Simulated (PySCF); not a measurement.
# CCl4

CCl4 is a small molecule, neutral, singlet. The structure was relaxed in the gas phase by PBE0-D3(BJ)/def2-SVP. No frequency run checks that it is a minimum.

SMILES: ClC(Cl)(Cl)Cl

| atom | x (Å) | y (Å) | z (Å) |
| --- | --- | --- | --- |
| C1 | 0.004 | -0.009 | -0.001 |
| Cl2 | -0.305 | -1.494 | -0.912 |
| Cl3 | 1.308 | 0.900 | -0.780 |
| Cl4 | 0.479 | -0.420 | 1.654 |
| Cl5 | -1.464 | 0.978 | 0.034 |

Shieldings: GIAO PBE0/pcSseg-2. Shifts are against computed references at the same level: C TMS (σ 184.1 ppm). Core levels by delta-SCF with SCAN, pcX-2 on the ionised atom and pcseg-1 elsewhere, spin-free X2C (2p3/2 is the spin-free 2p value less a third of a first-order spin-orbit splitting); from the vacuum level, for chosen atoms.

Q: Give the NMR and core-level values of the distinct atoms.

A: 
```tsv
atoms	bonded to	σ (ppm)	δ (ppm)	core level (eV)
C1	4 Cl	45.5	138.6	1s 296.89
Cl2 Cl3 Cl4 Cl5	1 C	333.8	-	2p3/2 207.10
```

Values are those of this one static structure; atoms that internal rotation interchanges would show their mean in an NMR spectrum.

The core-hole state of C1 is spin-contaminated (⟨S²⟩ 0.81 against 0.75 for a pure doublet), so that value and differences from it are less sure.

Q: By CAM-B3LYP/def2-SVPD (TDDFT singlets, Tamm-Dancoff triplets), where does absorption start?

A: The first singlet with intensity lies at 7.11 eV (f 0.023); what lies below it is dark. The lowest singlet lies at 6.31 eV (f 0.000), the strongest of the first 6 at 7.11 eV (f 0.023), the lowest triplet at 5.68 eV.
